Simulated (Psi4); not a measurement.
# One shape, several levels: doublet [SiO2]+

Wanted: a comparison of 6 runs (U-wB97X/cc-pVTZ, UB3LYP/cc-pVTZ, UBLYP/cc-pVTZ, UCAM-B3LYP/cc-pVTZ, UM06-2X/cc-pVTZ, UPBE0/cc-pVTZ) of doublet [SiO2]+. 

Program for the calculation: Psi4 1.11.

3 further runs of the same task are left out: 2 that didn't finish, 1 set aside as unsound or not needed.

### 1 The system as given

The species is [SiO2]+ (3 atoms), meant as a doublet with charge +1. As SMILES of the parent species, `O=[Si]=O`. Geometry: relaxed at PBE0-D4/def2-TZVP. That shape belongs to the parent species and isn't relaxed for this state.

Bond lengths: O1–Si2 1.506 Å, Si2–O3 1.506 Å. Angles: O1–Si2–O3 180.0°.

### 2 Energy and forces at U-wB97X/cc-pVTZ (run 1)

o2si.xyz

```xyz
3
O2Si
O      0.697730     1.229600     0.518760
Si    -0.000010     0.000000     0.000000
O     -0.697730    -1.229610    -0.518760
```

run.py

```python
import psi4

psi4.set_memory(2200000000)
psi4.set_num_threads(1)
psi4.set_output_file('output.dat', False)

with open('o2si.xyz') as f:
    atoms = ''.join(f.readlines()[2:])
mol = psi4.geometry('1 2\n' + atoms + 'symmetry c1\nno_reorient\nno_com')

psi4.set_options({
    'basis': 'cc-pVTZ',
    'reference': 'uks',
    'puream': True,
    'e_convergence': 1e-09,
    'd_convergence': 1e-08,
    'scf_type': 'pk',
    'dft_radial_points': 99,
    'dft_spherical_points': 590,
    'maxiter': 100,
})

e, wfn = psi4.gradient('WB97X', return_wfn=True)
psi4.oeprop(wfn, 'QUADRUPOLE', 'MULLIKEN_CHARGES', 'WIBERG_LOWDIN_INDICES')
print('gradient / Eh bohr^-1')
print(e.np.round(6))
print(f'energy = {wfn.energy():.10f} Eh')
```

Run with:

```
$ python run.py
```

output.dat:

```text
[...]
  Running in c1 symmetry.
[...]
  Nuclear repulsion =   89.956438948079580
[...]
  Multiplicity = 2
[...]
  Nalpha       = 15
  Nbeta        = 14
[...]
    Number of basis functions: 94
[...]
   @UKS iter   1:  -439.32769699238014   -3.08258e-01   6.70034e-03 DIIS/ADIIS
[...]
   @UKS iter  13:  -439.49658542223455   -1.60298e-11   5.24041e-09 DIIS
[...]
   @S^2 Observed:                8.058511278E-01
[...]
  @UKS Final Energy:  -439.49658542223455
   => Energetics <=
    Nuclear Repulsion Energy =             89.9564389480795796
    One-Electron Energy =                -777.3323252478828636
    Two-Electron Energy =                 275.9134034889491431
    DFT Exchange-Correlation Energy =     -28.0341026113804510
    Empirical Dispersion Energy =           0.0000000000000000
    VV10 Nonlocal Energy =                  0.0000000000000000
    Total Energy =                       -439.4965854222345456
[...]
  -Total Gradient:
     Atom            X                  Y                   Z
    ------   -----------------  -----------------  -----------------
       1       -0.018268720921    -0.032194733611    -0.013582708408
       2        0.000000509304     0.000000661057     0.000000322353
       3        0.018268215956     0.032194070452     0.013582386072
[...]
 Multipole Moments:
 ------------------------------------------------------------------------------------
     Multipole            Electronic (a.u.)      Nuclear  (a.u.)        Total (a.u.)
 ------------------------------------------------------------------------------------
 L = 1.  Multiply by 2.5417464519 to convert [e a0] to [Debye]
 Dipole X            :          0.0002422           -0.0002646           -0.0000224
 Dipole Y            :          0.0001723           -0.0001512            0.0000211
 Dipole Z            :          0.0000064            0.0000000            0.0000064
 Magnitude           :                                                    0.0000314
 L = 2.  Multiply by 1.3450342976 to convert [e a0^2] to [Debye ang]
 Quadrupole XX       :        -40.8392351           27.8158612          -13.0233739
 Quadrupole XY       :        -50.4443069           49.0197096           -1.4245973
[...]
  Mulliken Charges: (a.u.)
   Center  Symbol    Alpha    Beta     Spin     Total
       1     O     4.31141  3.70682  0.60459 -0.01823
       2    SI     6.37718  6.58635 -0.20917  1.03647
       3     O     4.31141  3.70683  0.60458 -0.01824
   Total alpha = 15.00000, Total beta = 14.00000, Total charge =  1.00000
  Wiberg Bond Indices using Orthogonal Lowdin Orbitals:
  Total Bond Index:
  Irrep: 1 Size: 3 x 3
[...]
```

On the terminal:

```text
gradient / Eh bohr^-1
[[-1.8269e-02 -3.2195e-02 -1.3583e-02]
 [ 1.0000e-06  1.0000e-06  0.0000e+00]
 [ 1.8268e-02  3.2194e-02  1.3582e-02]]
energy = -439.4965854222 Eh
```

Wall time 1.8 min (1 thread of Intel Xeon at 2.50GHz (Skylake/Cascade Lake), shared host); peak memory 1 GiB.

### 3 Energy and forces at UB3LYP/cc-pVTZ (run 2)

o2si.in

```
memory 2200 mb

molecule {
  1 2
  O      0.697730     1.229600     0.518760
  Si    -0.000010     0.000000     0.000000
  O     -0.697730    -1.229610    -0.518760
  units angstrom
  symmetry c1
  no_reorient
  no_com
}

set basis cc-pVTZ
set reference uks
set puream true
set e_convergence 1e-09
set d_convergence 1e-08
set scf_type pk
set dft_radial_points 99
set dft_spherical_points 590
set maxiter 100

energy_value, wavefunction = gradient('b3lyp', return_wfn=True)
oeprop(wavefunction, 'QUADRUPOLE', 'DIPOLE', 'WIBERG_LOWDIN_INDICES', title='B3LYP')
print_variables()
```

Run with:

```
$ psi4 -n 1 o2si.in o2si.out
```

o2si.out:

```text
[...]
  Running in c1 symmetry.
[...]
  Nuclear repulsion =   89.956438948079580
[...]
  Multiplicity = 2
[...]
  Nalpha       = 15
  Nbeta        = 14
[...]
    Number of basis functions: 94
[...]
   @UKS iter   1:  -439.35282893643131    4.35627e-02   8.03524e-03 ADIIS/DIIS
[...]
   @UKS iter  12:  -439.57666747085085   -9.43601e-12   5.40779e-09 DIIS
[...]
   @S^2 Observed:                7.863423112E-01
[...]
  @UKS Final Energy:  -439.57666747085085
   => Energetics <=
    Nuclear Repulsion Energy =             89.9564389480795796
    One-Electron Energy =                -777.3736872376289284
    Two-Electron Energy =                 278.3293951989566040
    DFT Exchange-Correlation Energy =     -30.4888143802581162
    Empirical Dispersion Energy =           0.0000000000000000
    VV10 Nonlocal Energy =                  0.0000000000000000
    Total Energy =                       -439.5766674708508503
[...]
  -Total Gradient:
     Atom            X                  Y                   Z
    ------   -----------------  -----------------  -----------------
       1       -0.023172812790    -0.040837047194    -0.017228831718
       2       -0.000000100004    -0.000000673733    -0.000000233775
       3        0.023172912844     0.040837720949     0.017229065510
[...]
 Multipole Moments:
 ------------------------------------------------------------------------------------
     Multipole            Electronic (a.u.)      Nuclear  (a.u.)        Total (a.u.)
 ------------------------------------------------------------------------------------
 L = 1.  Multiply by 2.5417464519 to convert [e a0] to [Debye]
 Dipole X            :          0.0002363           -0.0002646           -0.0000283
 Dipole Y            :          0.0001619           -0.0001512            0.0000107
 Dipole Z            :          0.0000020            0.0000000            0.0000020
 Magnitude           :                                                    0.0000303
 L = 2.  Multiply by 1.3450342976 to convert [e a0^2] to [Debye ang]
 Quadrupole XX       :        -40.8196115           27.8158612          -13.0037503
 Quadrupole XY       :        -50.4440027           49.0197096           -1.4242931
[...]
```

Wall time 57 s (1 thread of Intel Xeon at 2.50GHz (Skylake/Cascade Lake), shared host); peak memory 0.94 GiB.

Run 3 isn't shown in full; the table further down has it.

### 4 Energy and gradient at UCAM-B3LYP/cc-pVTZ (run 4)

o2si.inp

```
memory 2.2 GB

molecule {
  1 2
  O      0.697730     1.229600     0.518760
  Si    -0.000010     0.000000     0.000000
  O     -0.697730    -1.229610    -0.518760
  symmetry c1
}

set basis cc-pVTZ
set reference uks
set puream true
set e_convergence 1e-09
set d_convergence 1e-08
set scf_type pk
set dft_radial_points 99
set dft_spherical_points 590
set maxiter 100

e_tot, wfn = gradient("cam-b3lyp", return_wfn=True)
oeprop(wfn, "WIBERG_LOWDIN_INDICES", "MAYER_INDICES", "DIPOLE")
print_variables()
```

Run with:

```
$ psi4 o2si.inp o2si.out -n 1
```

o2si.out:

```text
[...]
  Running in c1 symmetry.
[...]
  Nuclear repulsion =   89.956438948079580
[...]
  Multiplicity = 2
[...]
  Nalpha       = 15
  Nbeta        = 14
[...]
    Number of basis functions: 94
[...]
   @UKS iter   1:  -439.32015834907759   -1.64842e-01   7.24838e-03 DIIS/ADIIS
[...]
   @UKS iter  13:  -439.50940493943233   -3.35376e-12   2.36679e-09 DIIS
[...]
   @S^2 Observed:                8.042410185E-01
[...]
    Orbital Energies [Eh]
    ---------------------
    Alpha Occupied:
       1A    -66.618178     2A    -19.586511     3A    -19.586505
       4A     -5.765817     5A     -4.126714     6A     -4.125812
       7A     -4.120048     8A     -1.427805     9A     -1.404471
      10A     -0.859530    11A     -0.813258    12A     -0.793404
      13A     -0.786758    14A     -0.777254    15A     -0.744140
    Alpha Virtual:
      16A     -0.364257    17A     -0.267272    18A     -0.255588
      19A     -0.051764    20A     -0.018331    21A     -0.018005
      22A     -0.009839    23A      0.030166    24A      0.033491
      25A      0.159741    26A      0.174305    27A      0.256650
[...]
  @UKS Final Energy:  -439.50940493943233
   => Energetics <=
    Nuclear Repulsion Energy =             89.9564389480795796
    One-Electron Energy =                -777.2935954115347386
    Two-Electron Energy =                 276.2770333526209470
    DFT Exchange-Correlation Energy =     -28.4492818285981386
    Empirical Dispersion Energy =           0.0000000000000000
    VV10 Nonlocal Energy =                  0.0000000000000000
    Total Energy =                       -439.5094049394323292
[...]
  -Total Gradient:
     Atom            X                  Y                   Z
    ------   -----------------  -----------------  -----------------
       1        0.000000249827    -0.000000040415    -0.039774143699
       2        0.000000090086     0.000000091508     0.000000095975
       3       -0.000000339934    -0.000000051089     0.039774047780
[...]
 Multipole Moments:
 ------------------------------------------------------------------------------------
     Multipole            Electronic (a.u.)      Nuclear  (a.u.)        Total (a.u.)
 ------------------------------------------------------------------------------------
 L = 1.  Multiply by 2.5417464519 to convert [e a0] to [Debye]
 Dipole X            :         -0.0000244           -0.0000001           -0.0000245
 Dipole Y            :         -0.0000002           -0.0000000           -0.0000002
 Dipole Z            :          0.0000104           -0.0000000            0.0000104
 Magnitude           :                                                    0.0000266
[...]
```

Run time: 96 s. Hardware: 1 thread of Intel Xeon at 2.50GHz (Skylake/Cascade Lake), shared host; peak memory 1 GiB.

Run 5 isn't shown in full; the table further down has it.

### 5 The energy at UPBE0/cc-pVTZ (run 6)

o2si.xyz is that of step 2.

run.py

```python
import numpy as np
from ase.calculators.psi4 import Psi4
from ase.io import read

atoms = read('o2si.xyz')
calc = Psi4(atoms=atoms, method='pbe0', basis='cc-pVTZ', memory='2200MB', num_threads=1, charge=1, multiplicity=2, label='calc', reference='uks')
calc.psi4.set_options({'puream': True, 'e_convergence': 1e-09, 'd_convergence': 1e-08, 'scf_type': 'pk', 'dft_radial_points': 99, 'dft_spherical_points': 590, 'maxiter': 100})
atoms.calc = calc

print(f'energy: {atoms.get_potential_energy():.6f} eV')
```

Run with:

```
$ python run.py
```

calc.dat:

```text
[...]
  Running in c1 symmetry.
[...]
  Nuclear repulsion =   89.956438948079580
[...]
  Multiplicity = 2
[...]
  Nalpha       = 15
  Nbeta        = 14
[...]
    Number of basis functions: 94
[...]
   @UKS iter   1:  -439.08541863944333   -3.07979e-02   7.23397e-03 DIIS/ADIIS
[...]
   @UKS iter  12:  -439.27250986538559   -3.19460e-11   9.70462e-09 DIIS
[...]
   @S^2 Observed:                7.990287302E-01
[...]
    Orbital Energies [Eh]
    ---------------------
    Alpha Occupied:
       1A    -66.672530     2A    -19.591770     3A    -19.591768
       4A     -5.741924     5A     -4.077935     6A     -4.077263
       7A     -4.071353     8A     -1.373591     9A     -1.351406
      10A     -0.802713    11A     -0.756527    12A     -0.739248
      13A     -0.732689    14A     -0.718411    15A     -0.688201
    Alpha Virtual:
      16A     -0.402059    17A     -0.306139    18A     -0.294237
      19A     -0.078422    20A     -0.054014    21A     -0.053899
      22A     -0.036179    23A      0.007407    24A      0.009649
      25A      0.114482    26A      0.129822    27A      0.225120
[...]
  @UKS Final Energy:  -439.27250986538559
   => Energetics <=
    Nuclear Repulsion Energy =             89.9564389480795796
    One-Electron Energy =                -777.3427366081212995
    Two-Electron Energy =                 276.4733104713416765
    DFT Exchange-Correlation Energy =     -28.3595226766855539
    Empirical Dispersion Energy =           0.0000000000000000
    VV10 Nonlocal Energy =                  0.0000000000000000
    Total Energy =                       -439.2725098653855866
[...]
 Multipole Moments:
 ------------------------------------------------------------------------------------
     Multipole            Electronic (a.u.)      Nuclear  (a.u.)        Total (a.u.)
 ------------------------------------------------------------------------------------
 L = 1.  Multiply by 2.5417464519 to convert [e a0] to [Debye]
 Dipole X            :         -0.0000183           -0.0000001           -0.0000184
 Dipole Y            :          0.0000172            0.0000000            0.0000173
 Dipole Z            :          0.0000027            0.0000000            0.0000027
 Magnitude           :                                                    0.0000253
[...]
```

Standard output:

```text
energy: -11953.213836 eV
```

Run time: 29 s. Hardware: 1 thread of Intel Xeon at 2.50GHz (Skylake/Cascade Lake), shared host; peak memory 0.98 GiB.

### 6 Overview of the runs

| run | level | task | energy (Eh) | HOMO energy (eV) | LUMO energy (eV) | ⟨S²⟩ | wall time |
| --- | --- | --- | --- | --- | --- | --- | --- |
| 1 | U-wB97X/cc-pVTZ | gradient | -439.496585 | -19.76 | -13.04 | 0.806 | 1.8 min |
| 2 | UB3LYP/cc-pVTZ | gradient | -439.576667 | -17.70 | -15.34 | 0.786 | 57 s |
| 3 | UBLYP/cc-pVTZ | energy | -439.573660 | -16.39 | -16.07 | 0.763 | 24 s |
| 4 | UCAM-B3LYP/cc-pVTZ | gradient | -439.509405 | -18.94 | -14.02 | 0.804 | 96 s |
| 5 | UM06-2X/cc-pVTZ | gradient | -439.471604 | -18.85 | -14.24 | 0.829 | 76 s |
| 6 | UPBE0/cc-pVTZ | energy | -439.272510 | -17.75 | -15.01 | 0.799 | 29 s |

### 7 Outcome

| quantity | value |
| --- | --- |
| run 6: total energy | -439.27251 Eh |
| run 6: HOMO energy (highest over α and β) | -17.75 eV |
| run 6: LUMO energy (lowest over α and β) | -15.01 eV |
| run 6: ⟨S²⟩ | 0.799 |

In words: Totals of different functionals can't be ranked against each other. All runs together took 6.5 min, the longest 1.8 min.
